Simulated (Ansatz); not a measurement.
Born–Oppenheimer molecular dynamics of C2H5NO3 (11 atoms, charge 0, multiplicity 1). It starts from a relaxed structure.

Theory: RKS B3LYP-D4/STO-3G in Ansatz 0.2.0.

* ensemble: NVE (velocity Verlet)
* time step: 0.5 fs
* steps asked: 372
* starting velocities drawn for: 100 K
* seed: 3790

First frame:

```xyz
11
Properties=species:S:1:pos:R:3
N 0.170 -1.890 0.588
C -0.019 -0.418 0.572
O 1.188 0.223 0.930
O -0.494 0.027 -0.874
C -0.386 1.403 -1.010
O 0.155 2.200 -0.173
H -0.675 -2.308 0.109
H 0.981 -2.093 -0.060
H -0.923 -0.164 1.198
H 0.903 1.223 0.724
H -0.835 1.741 -1.982
```

(1) How far do the bonds stretch over the last three quarters of this one trajectory? (Pairs bonded in most of those frames.)

## Answers

(1) 
```tsv
bond	mean (Å)	spread (Å)	shortest	longest
N1–C2	1.482	0.017	1.45	1.52
N1–H7	1.057	0.010	1.04	1.08
N1–H8	1.057	0.012	1.03	1.08
C2–O3	1.412	0.009	1.39	1.43
C2–O4	1.586	0.012	1.56	1.61
C2–H9	1.129	0.009	1.11	1.15
O3–H10	1.060	0.018	1.03	1.09
O4–C5	1.387	0.010	1.37	1.41
C5–O6	1.276	0.010	1.26	1.30
C5–H11	1.124	0.011	1.11	1.14
```

Mean temperature of the second half: 51 K. The conserved energy stayed within 0.074 meV per atom of its start (net change 0.051 meV per atom), so the integration is sound. Over the second half the temperature averaged 0.51 of the 100 K drawn at the start: a run that starts near a minimum puts about half its kinetic energy into the potential. A run of 0.19 ps of so small a system gives no equilibrium averages. Limits of this set-up: minimal basis.

The run took 9.5 min on 1 thread of Arm Neoverse V2, with other jobs on the host, peak memory 0.089 GiB.
